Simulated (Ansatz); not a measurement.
Litharge PbO was calculated with r²SCAN (PAW; Ansatz, an electronic-structure program).

Run with plane-wave cutoff 500 eV, 8×8×6 k mesh (along the axes of the cell as run), gaussian smearing 0.02 eV, scalar-relativistic PAW data made under PBE.

Cell (relaxed at this level):

```
PbO
1.0
    3.98755     0.00000     0.00000
    0.00000     3.98755     0.00000
    0.00000     0.00000     5.32771
Pb O
2 2
Direct
  0.00000   0.50000   0.22293
  0.50000   0.00000   0.77707
  0.00000   0.00000   0.00000
  0.50000   0.50000   0.00000
```

Q: Give the computed band gap.

A: 
* **band gap**: 1.84 eV (on the SCF k mesh)

Note: the cell comes from a level without a dispersion term, which matters for the spacing of layers, chains or molecules; the cell has widely spaced layers and the level no dispersion term, so their spacing and the moduli can rest on weak binding.

Spin–orbit coupling is not included; with these elements it can move the gap by several tenths of an eV or more.
